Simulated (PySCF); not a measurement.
## aminomethylium: adiabatic energies of losing or gaining an electron at several levels

Structure: `C=[NH2+]` ([CH4N]+).

All levels share the PBE0-D3(BJ)/def2-SVP structures and the PBE0-D3(BJ)/def2-SVP thermal terms; only the single-point energies (PySCF) change. Values are adiabatic energies of losing or gaining an electron (0 K, eV).

| level | recombination energy to the radical | abs. error | time |
| --- | --- | --- | --- |
| HF/ma-def2-TZVP | 5.79 | 0.47 | 1.4 s |
| MP2/ma-def2-TZVP | 6.08 | 0.18 | 6.2 s |
| CCSD(T)/ma-def2-TZVP | 6.12 | 0.14 | 3.5 min |
| PBE0-D3(BJ)/ma-def2-TZVP | 6.38 | 0.11 | – |
| ATcT 1.112 | 6.26 |  |  |

Times are wall times for all single points of a level on 1 thread of Arm Neoverse V1, a shared host; the dash marks the run that also made the structures.

Hartree-Fock leaves out electron correlation, so its ionisation energies and electron affinities from energy differences come out too low, often by 1 eV or more.

The spread: 0.59 eV, from 5.79 to 6.38.
